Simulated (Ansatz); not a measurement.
# CH₄ with SiH₄: superposition error and deformation

Aim: split the binding of a pair into the counterpoise interaction, the basis-set superposition error and the cost of deforming the fragments.

The runs use Ansatz 0.2.0, Gaussian basis; PBE0-D4 structures, single points in def2-TZVPPD.

Levels: PBE-D4, revPBE-D4, BLYP-D4, r2SCAN-D4, B97M-V, PBE0-D4, B3LYP-D4, HSE06-D4, wB97X-V, wB97M-V, B2PLYP, Hartree-Fock, MP2, CCSD, CCSD(T).

Correlated methods freeze the cores. B3LYP uses VWN-RPA correlation. B2PLYP carries no dispersion term here.

23 further runs of the same task are left out: 23 set aside as unsound or not needed.

## 1. The starting structure

The relaxed pair: 10 atoms, charge 0, spin multiplicity 1.

Atoms are counted from 1 here; the program's logs count them from 0.

Bond lengths: C1–H2 1.090 Å, C1–H3 1.090 Å, C1–H4 1.090 Å, C1–H5 1.090 Å, Si6–H7 1.485 Å, Si6–H8 1.485 Å, Si6–H9 1.484 Å, Si6–H10 1.485 Å. Angles: H2–C1–H3 109.5°, H2–C1–H4 109.4°, H2–C1–H5 109.6°, H3–C1–H4 109.5°, H3–C1–H5 109.5°, H4–C1–H5 109.4°, H7–Si6–H8 109.4°, H7–Si6–H9 109.5°, H7–Si6–H10 109.4°, H8–Si6–H9 109.6°, H8–Si6–H10 109.5°, H9–Si6–H10 109.6°.

As a file:

```xyz
10
charge 0, multiplicity 1
C     0.08253   -0.05526   -1.93121
H     1.02079    0.03438   -1.38399
H    -0.26168   -1.08845   -1.89552
H     0.23911    0.24082   -2.96810
H    -0.66744    0.59356   -1.47914
Si   -0.08283    0.05452    1.93046
H    -0.18897    0.00738    3.41104
H    -0.87332    1.20112    1.41620
H    -0.60905   -1.20909    1.35641
H     1.34085    0.22102    1.54387
```

Atoms 1 to 5 are fragment A (CH₄), the rest fragment B (SiH₄). From earlier runs, pair energy (eV) and counterpoise interaction (kJ/mol):

```csv
method,E(pair),interaction
PBE-D4,-9039.35669,-4.15
revPBE-D4,-9043.85719,-3.58
BLYP-D4,-9044.61794,-2.65
r2SCAN-D4,-9043.89161,-2.86
B97M-V,-9043.51683,-3.01
PBE0-D4,-9040.59043,-3.74
B3LYP-D4,-9046.74017,-3.13
HSE06-D4,-9040.29968,-3.73
wB97X-V,-9043.93001,-3.27
wB97M-V,-9043.44527,-2.95
B2PLYP,-9040.91906,-0.07
MP2,-9029.18977,-2.56
CCSD(T),-9030.83383,-2.71
```

First each fragment is run alone in its own basis, frozen in the shape it has in the pair (a, b).

## 2. CCSD(T)/def2-TZVPPD

The input, a/in.yaml:

```yaml
crystal:
  periodic: [false, false, false]
  atoms:
    - {symbol: C, position_ang: [0.082525, -0.055259, -1.931212]}
    - {symbol: H, position_ang: [1.020791, 0.034379, -1.383993]}
    - {symbol: H, position_ang: [-0.261683, -1.088455, -1.895524]}
    - {symbol: H, position_ang: [0.239112, 0.240824, -2.968100]}
    - {symbol: H, position_ang: [-0.667435, 0.593556, -1.479138]}
basis:
  gaussian: {orbitals: "def2-TZVPPD.json"}
correlation: {method: ccsd_t}
```

The input, b/in.yaml:

```yaml
crystal:
  periodic: [false, false, false]
  atoms:
    - {symbol: Si, position_ang: [-0.082831, 0.054520, 1.930456]}
    - {symbol: H, position_ang: [-0.188966, 0.007380, 3.411035]}
    - {symbol: H, position_ang: [-0.873316, 1.201117, 1.416203]}
    - {symbol: H, position_ang: [-0.609051, -1.209087, 1.356409]}
    - {symbol: H, position_ang: [1.340855, 0.221024, 1.543865]}
basis:
  gaussian: {orbitals: "def2-TZVPPD.json"}
correlation: {method: ccsd_t}
```

The basis file named in the input lies beside it (Basis Set Exchange, JSON).

No record of the launch command was kept for these runs.

a printed:

```text
Functional definition: HF
  name "HF"
  cite "Fock, Z. Phys. 61, 126 (1930) doi:10.1007/BF01340294"
  parent pbe
  exchange = exact_x
  correlation = 0
575 factors; integrals over basis functions are off by at most 1.1e-3 eV
mean field evaluation 1: about -1093.0936 eV, gradient 2.2e1 eV
mean field evaluation 2: about -1093.0936 eV, gradient 2.2e1 eV
mean field evaluation 4: about -1094.2782 eV, gradient 1.5e0 eV
mean field evaluation 8: about -1094.2899 eV, gradient 2.1e-4 eV
mean field evaluation 16: about -1094.2897 eV, gradient 2.0e-1 eV
mean field -1094.28993551 eV, -40.2144133935 hartree, gradient 1.4e-6 eV, S^2 0.000000; 0 other end points of the search recorded, 0 dependent functions left out
1 core orbitals not correlated: weight in the atoms' cores, before any rotation towards them, 1.000 or more for the frozen orbitals, at most 0.000 for the correlated occupied ones
reference -1094.28993551 eV, -40.2144133935 hartree; 4, 4 occupied and 100, 100 virtual orbitals, 575 factors
second order -5.39728326 eV of doubles, -0.00000000 eV of singles
cycle   1  -5.78972206 eV  change   -3.9e-1 eV  update   4.3e-2
cycle   2  -5.93454461 eV  change   -1.4e-1 eV  update   1.2e-2
cycle   3  -5.95046000 eV  change   -1.6e-2 eV  update   3.5e-3
cycle   4  -5.95018913 eV  change    2.7e-4 eV  update   8.1e-4
cycle   5  -5.95021470 eV  change   -2.6e-5 eV  update   1.8e-4
cycle   6  -5.95023862 eV  change   -2.4e-5 eV  update   5.0e-5
cycle   7  -5.95024636 eV  change   -7.7e-6 eV  update   1.1e-5
cycle   8  -5.95025006 eV  change   -3.7e-6 eV  update   2.6e-6
perturbative correction -0.17214681 eV, -0.0063262786 hartree
Total energy: -1100.41233238 eV, -40.4394073286 hartree
```

Log of b:

```text
[... 6 set-up lines as earlier in the session ...]
630 factors; integrals over basis functions are off by at most 7.7e-4 eV
mean field evaluation 1: about -7924.8807 eV, gradient 1.0e1 eV
mean field evaluation 2: about -7924.8813 eV, gradient 1.0e1 eV
mean field evaluation 4: about -7925.5471 eV, gradient 3.5e-1 eV
mean field evaluation 8: about -7925.5477 eV, gradient 1.3e-5 eV
mean field evaluation 16: about -7925.5477 eV, gradient 5.2e-2 eV
mean field -7925.54769725 eV, -291.2585057449 hartree, gradient 5.7e-7 eV, S^2 0.000000; 0 other end points of the search recorded, 0 dependent functions left out
5 core orbitals not correlated: weight in the atoms' cores, before any rotation towards them, 1.000 or more for the frozen orbitals, at most 0.000 for the correlated occupied ones
reference -7925.54769725 eV, -291.2585057449 hartree; 4, 4 occupied and 107, 107 virtual orbitals, 630 factors
second order -3.92029404 eV of doubles, -0.00000000 eV of singles
cycle   1  -4.50943588 eV  change   -5.9e-1 eV  update   5.5e-2
cycle   2  -4.72740240 eV  change   -2.2e-1 eV  update   1.9e-2
cycle   3  -4.73343821 eV  change   -6.0e-3 eV  update   4.3e-3
cycle   4  -4.73182974 eV  change    1.6e-3 eV  update   1.5e-3
cycle   5  -4.73145828 eV  change    3.7e-4 eV  update   4.2e-4
cycle   6  -4.73145900 eV  change   -7.3e-7 eV  update   9.0e-5
cycle   7  -4.73147621 eV  change   -1.7e-5 eV  update   2.2e-5
cycle   8  -4.73147994 eV  change   -3.7e-6 eV  update   5.2e-6
perturbative correction -0.10620360 eV, -0.0039029103 hartree
Total energy: -7930.38538079 eV, -291.4362873357 hartree
```

Times: 1.1 s (a), 1.4 s (b) on 2 threads, shared host; peak memory 0.42 GiB.

## 3. Relaxing CH₄ alone

The input, relax-a/in.yaml:

```yaml
crystal:
  periodic: [false, false, false]
  atoms:
    - {symbol: C, position_ang: [0.082525, -0.055259, -1.931212]}
    - {symbol: H, position_ang: [1.020791, 0.034379, -1.383993]}
    - {symbol: H, position_ang: [-0.261683, -1.088455, -1.895524]}
    - {symbol: H, position_ang: [0.239112, 0.240824, -2.968100]}
    - {symbol: H, position_ang: [-0.667435, 0.593556, -1.479138]}
basis:
  gaussian: {orbitals: def2-TZVP}
hamiltonian: {xc: pbe0, dispersion: d4}
relax: {f_tol: 0.005, max_steps: 200}
```

The log of the run:

```text
Functional definition: PBE0
  name "PBE0"
  cite "Adamo & Barone, J. Chem. Phys. 110, 6158 (1999) doi:10.1063/1.478522"
  cite "Perdew, Burke & Ernzerhof, Phys. Rev. Lett. 77, 3865 (1996) doi:10.1103/PhysRevLett.77.3865"
[... 1 set-up line as earlier in the session ...]
  parameter a = 0.25
  parameter kappa = 0.804
  parameter beta = 0.06672455060314922
  exchange = (1 - a)*pbe_x(kappa = kappa, mu = beta*pi^2/3) + a*exact_x
  correlation = pbe_c(beta = beta)
356 factors; their error is unknown
mean field evaluation 1: about -1096.8594 eV, gradient 4.5e1 eV
mean field evaluation 2: about -1096.2131 eV, gradient 4.5e1 eV
mean field evaluation 4: about -1101.3635 eV, gradient 5.3e-2 eV
mean field evaluation 8: about -1101.3564 eV, gradient 9.3e-4 eV
mean field -1101.35637325 eV, -40.4741001907 hartree, gradient 4.8e-5 eV, S^2 0.000000; 0 other end points of the search recorded, 0 dependent functions left out
the calculation of the forces begins
reference -1101.35639315 eV, -40.4741009221 hartree; 5, 5 occupied and 50, 50 virtual orbitals, 356 factors
relax step   1: F+E_penalty+E_count = -1101.37546364 eV  Δ(F+E_penalty+E_count) = +0.000e0 eV  max|allowed force component| = 1.183e-2 eV/Å  Δτ_max = 0.0000 Å  (19 SCF iters, accepted)
these checks for a lower state are left out or cut short: starts, cluster_reference, orbital_swaps, neighbouring_geometries, increment
356 factors; their error is unknown
mean field evaluation 16: about -1101.3564 eV, gradient 5.0e-5 eV
mean field -1101.35639110 eV, -40.4741008469 hartree, gradient 2.2e-5 eV, S^2 0.000000; 0 other end points of the search recorded, 0 dependent functions left out
the calculation of the forces begins
reference -1101.35641101 eV, -40.4741015783 hartree; 5, 5 occupied and 50, 50 virtual orbitals, 356 factors
relax step   2: F+E_penalty+E_count = -1101.37548135 eV  Δ(F+E_penalty+E_count) = -1.771e-5 eV  max|allowed force component| = 4.205e-3 eV/Å  Δτ_max = 0.0008 Å  (23 SCF iters, accepted)
356 factors; their error is unknown
mean field evaluation 32: about -1101.3563 eV, gradient 2.3e-1 eV
mean field -1101.35639110 eV, -40.4741008469 hartree, gradient 2.2e-5 eV, S^2 0.000000; 1 other end points of the search recorded, 0 dependent functions left out
the calculation of the forces begins
reference -1101.35641101 eV, -40.4741015783 hartree; 5, 5 occupied and 50, 50 virtual orbitals, 356 factors
Total energy: -1101.37550125 eV, -40.4748031318 hartree
Atom 0 at     0.082613    -0.055089    -1.931476 Å, force     0.001980     0.004205    -0.002386 eV/Å
Atom 1 at     1.020216     0.034625    -1.383464 Å, force    -0.002919     0.000190     0.001281 eV/Å
Atom 2 at    -0.261610    -1.088289    -1.895821 Å, force    -0.000303    -0.000877    -0.000532 eV/Å
Atom 3 at     0.238968     0.240363    -2.968635 Å, force    -0.000830    -0.002171     0.000036 eV/Å
Atom 4 at    -0.666877     0.593435    -1.478571 Å, force     0.002073    -0.001347     0.001602 eV/Å
Dipole moment:     0.000012     0.000021    -0.000046 e Å
```

Run time: 0.75 s. Hardware: 2 threads, shared host; peak memory 0.09 GiB.

Step by step:

```csv
step,energy from step 1 (eV),largest force component (eV/Å)
1,0.0000,0.0118
2,0.0000,0.0042
```

Distances of close pairs at the start and the end, largest changes first:

```csv
bond,before (Å),after (Å),change (Å)
C1–H2,1.090,1.090,-0.000
C1–H5,1.090,1.090,-0.000
C1–H4,1.090,1.090,+0.000
C1–H3,1.090,1.090,+0.000
```

## 4. Relaxing SiH₄ alone

The input, relax-b/in.yaml:

```yaml
crystal:
  periodic: [false, false, false]
  atoms:
    - {symbol: Si, position_ang: [-0.082831, 0.054520, 1.930456]}
    - {symbol: H, position_ang: [-0.188966, 0.007380, 3.411035]}
    - {symbol: H, position_ang: [-0.873316, 1.201117, 1.416203]}
    - {symbol: H, position_ang: [-0.609051, -1.209087, 1.356409]}
    - {symbol: H, position_ang: [1.340855, 0.221024, 1.543865]}
basis:
  gaussian: {orbitals: def2-TZVP}
hamiltonian: {xc: pbe0, dispersion: d4}
relax: {f_tol: 0.005, max_steps: 200}
```

The log of the run:

```text
[... 10 set-up lines as earlier in the session ...]
444 factors; their error is unknown
mean field evaluation 1: about -7938.7877 eV, gradient 8.5e0 eV
mean field evaluation 2: about -7939.0065 eV, gradient 3.9e0 eV
mean field evaluation 4: about -7939.0511 eV, gradient 7.9e-2 eV
mean field evaluation 8: about -7939.0854 eV, gradient 4.1e-4 eV
mean field -7939.08538219 eV, -291.7560064900 hartree, gradient 4.2e-5 eV, S^2 0.000000; 0 other end points of the search recorded, 0 dependent functions left out
the calculation of the forces begins
reference -7939.08540849 eV, -291.7560074565 hartree; 9, 9 occupied and 52, 52 virtual orbitals, 444 factors
relax step   1: F+E_penalty+E_count = -7939.11996349 eV  Δ(F+E_penalty+E_count) = +0.000e0 eV  max|allowed force component| = 2.329e-2 eV/Å  Δτ_max = 0.0000 Å  (17 SCF iters, accepted)
these checks for a lower state are left out or cut short: starts, cluster_reference, orbital_swaps, neighbouring_geometries, increment
444 factors; their error is unknown
mean field -7939.08539950 eV, -291.7560071261 hartree, gradient 7.1e-5 eV, S^2 0.000000; 0 other end points of the search recorded, 0 dependent functions left out
the calculation of the forces begins
reference -7939.08542580 eV, -291.7560080926 hartree; 9, 9 occupied and 52, 52 virtual orbitals, 444 factors
relax step   2: F+E_penalty+E_count = -7939.11998089 eV  Δ(F+E_penalty+E_count) = -1.740e-5 eV  max|allowed force component| = 3.029e-3 eV/Å  Δτ_max = 0.0014 Å  (15 SCF iters, accepted)
444 factors; their error is unknown
mean field evaluation 16: about -7939.0854 eV, gradient 7.1e-5 eV
mean field -7939.08539950 eV, -291.7560071261 hartree, gradient 7.1e-5 eV, S^2 0.000000; 1 other end points of the search recorded, 0 dependent functions left out
the calculation of the forces begins
reference -7939.08542580 eV, -291.7560080926 hartree; 9, 9 occupied and 52, 52 virtual orbitals, 444 factors
Total energy: -7939.12000719 eV, -291.7572789353 hartree
Atom 0 at    -0.082639     0.055054     1.931736 Å, force     0.000210     0.000609     0.001836 eV/Å
Atom 1 at    -0.189341     0.006768     3.412006 Å, force     0.000510     0.000668    -0.003029 eV/Å
Atom 2 at    -0.873266     1.200678     1.415234 Å, force    -0.000385     0.001093     0.000788 eV/Å
Atom 3 at    -0.608673    -1.208271     1.356174 Å, force    -0.001213    -0.002831    -0.000530 eV/Å
Atom 4 at     1.340610     0.220725     1.542819 Å, force     0.000878     0.000462     0.000935 eV/Å
Dipole moment:     0.000022     0.000060     0.000135 e Å
```

Run time: 0.95 s. Hardware: 2 threads, shared host; peak memory 0.1 GiB.

Along the way:

```csv
step,energy from step 1 (eV),largest force component (eV/Å)
1,0.0000,0.0233
2,0.0000,0.0030
```

Close pairs (by a distance rule), those that changed most:

```csv
bond,before (Å),after (Å),change (Å)
Si1–H4,1.484,1.485,+0.000
Si1–H2,1.485,1.485,-0.000
Si1–H3,1.485,1.485,+0.000
Si1–H5,1.485,1.485,+0.000
```

## 5. CCSD(T)/def2-TZVPPD

The input, free-a/in.yaml:

```yaml
crystal:
  periodic: [false, false, false]
  atoms:
    - {symbol: C, position_ang: [0.082613, -0.055089, -1.931476]}
    - {symbol: H, position_ang: [1.020216, 0.034625, -1.383464]}
    - {symbol: H, position_ang: [-0.261610, -1.088289, -1.895821]}
    - {symbol: H, position_ang: [0.238968, 0.240363, -2.968635]}
    - {symbol: H, position_ang: [-0.666877, 0.593435, -1.478571]}
basis:
  gaussian: {orbitals: "def2-TZVPPD.json"}
correlation: {method: ccsd_t}
```

The input, free-b/in.yaml:

```yaml
crystal:
  periodic: [false, false, false]
  atoms:
    - {symbol: Si, position_ang: [-0.082639, 0.055054, 1.931736]}
    - {symbol: H, position_ang: [-0.189341, 0.006768, 3.412006]}
    - {symbol: H, position_ang: [-0.873266, 1.200678, 1.415234]}
    - {symbol: H, position_ang: [-0.608673, -1.208271, 1.356174]}
    - {symbol: H, position_ang: [1.340610, 0.220725, 1.542819]}
basis:
  gaussian: {orbitals: "def2-TZVPPD.json"}
correlation: {method: ccsd_t}
```

Output in free-a:

```text
[... 6 set-up lines as earlier in the session ...]
575 factors; integrals over basis functions are off by at most 1.0e-3 eV
mean field evaluation 1: about -1093.0935 eV, gradient 2.2e1 eV
mean field evaluation 2: about -1093.0935 eV, gradient 2.2e1 eV
mean field evaluation 4: about -1094.2783 eV, gradient 1.5e0 eV
mean field evaluation 8: about -1094.2900 eV, gradient 2.1e-4 eV
mean field evaluation 16: about -1094.2898 eV, gradient 2.0e-1 eV
mean field -1094.29002654 eV, -40.2144167390 hartree, gradient 1.3e-6 eV, S^2 0.000000; 0 other end points of the search recorded, 0 dependent functions left out
1 core orbitals not correlated: weight in the atoms' cores, before any rotation towards them, 1.000 or more for the frozen orbitals, at most 0.000 for the correlated occupied ones
reference -1094.29002654 eV, -40.2144167390 hartree; 4, 4 occupied and 100, 100 virtual orbitals, 575 factors
second order -5.39724698 eV of doubles, -0.00000000 eV of singles
cycle   1  -5.78968570 eV  change   -3.9e-1 eV  update   4.3e-2
cycle   2  -5.93449366 eV  change   -1.4e-1 eV  update   1.2e-2
cycle   3  -5.95040326 eV  change   -1.6e-2 eV  update   3.5e-3
cycle   4  -5.95013202 eV  change    2.7e-4 eV  update   8.1e-4
cycle   5  -5.95015780 eV  change   -2.6e-5 eV  update   1.8e-4
cycle   6  -5.95018145 eV  change   -2.4e-5 eV  update   5.0e-5
cycle   7  -5.95018919 eV  change   -7.7e-6 eV  update   1.1e-5
cycle   8  -5.95019293 eV  change   -3.7e-6 eV  update   2.6e-6
perturbative correction -0.17213448 eV, -0.0063258255 hartree
Total energy: -1100.41235395 eV, -40.4394081214 hartree
```

Output in free-b:

```text
[... 6 set-up lines as earlier in the session ...]
630 factors; integrals over basis functions are off by at most 7.7e-4 eV
mean field evaluation 1: about -7924.8807 eV, gradient 1.0e1 eV
mean field evaluation 2: about -7924.8813 eV, gradient 1.0e1 eV
mean field evaluation 4: about -7925.5470 eV, gradient 3.5e-1 eV
mean field evaluation 8: about -7925.5477 eV, gradient 1.3e-5 eV
mean field evaluation 16: about -7925.5476 eV, gradient 5.2e-2 eV
mean field -7925.54767016 eV, -291.2585047491 hartree, gradient 5.7e-7 eV, S^2 0.000000; 0 other end points of the search recorded, 0 dependent functions left out
5 core orbitals not correlated: weight in the atoms' cores, before any rotation towards them, 1.000 or more for the frozen orbitals, at most 0.000 for the correlated occupied ones
reference -7925.54767016 eV, -291.2585047491 hartree; 4, 4 occupied and 107, 107 virtual orbitals, 630 factors
second order -3.92028994 eV of doubles, -0.00000000 eV of singles
cycle   1  -4.50943860 eV  change   -5.9e-1 eV  update   5.5e-2
cycle   2  -4.72741799 eV  change   -2.2e-1 eV  update   1.9e-2
cycle   3  -4.73345406 eV  change   -6.0e-3 eV  update   4.3e-3
cycle   4  -4.73184573 eV  change    1.6e-3 eV  update   1.5e-3
cycle   5  -4.73147447 eV  change    3.7e-4 eV  update   4.2e-4
cycle   6  -4.73147497 eV  change   -5.0e-7 eV  update   9.0e-5
cycle   7  -4.73149224 eV  change   -1.7e-5 eV  update   2.2e-5
cycle   8  -4.73149571 eV  change   -3.5e-6 eV  update   5.2e-6
perturbative correction -0.10620821 eV, -0.0039030798 hartree
Total energy: -7930.38537408 eV, -291.4362870891 hartree
```

They took 1.1 s (free-a), 1.4 s (free-b) on 2 threads, shared host; peak memory 0.42 GiB.

## 6. The split

```csv
method,interaction with counterpoise (kJ/mol),without,superposition error,deformation,binding energy
PBE-D4,-4.15,-4.27,0.12,0.00,-4.15
revPBE-D4,-3.58,-3.69,0.10,0.00,-3.58
BLYP-D4,-2.65,-2.80,0.15,0.00,-2.65
r2SCAN-D4,-2.86,-2.98,0.12,0.00,-2.86
B97M-V,-3.01,-3.17,0.16,0.01,-3.01
PBE0-D4,-3.74,-3.84,0.10,0.00,-3.73
B3LYP-D4,-3.13,-3.26,0.13,0.00,-3.13
HSE06-D4,-3.73,-3.83,0.10,0.00,-3.72
wB97X-V,-3.27,-3.39,0.12,0.00,-3.27
wB97M-V,-2.95,-3.12,0.17,0.00,-2.95
B2PLYP,-0.07,-0.39,0.32,0.00,-0.07
Hartree-Fock,1.95,1.83,0.12,0.01,1.96
MP2,-2.56,-3.33,0.78,0.00,-2.56
CCSD,-2.08,-2.80,0.72,0.00,-2.08
CCSD(T),-2.71,-3.48,0.77,0.00,-2.71
```

## 7. Results

| quantity | value |
| --- | --- |
| interaction, CCSD(T) | -2.71 kJ/mol |
| superposition error | 0.77 kJ/mol |
| deformation | 0.00 kJ/mol |
| binding energy | -2.71 kJ/mol |

In this basis the superposition error is 0.77 kJ/mol for CCSD(T) and 0.13 kJ/mol on average for the plain functionals: correlated methods borrow far more, since they need many more functions to converge. Deformation takes back 0 % of the interaction.
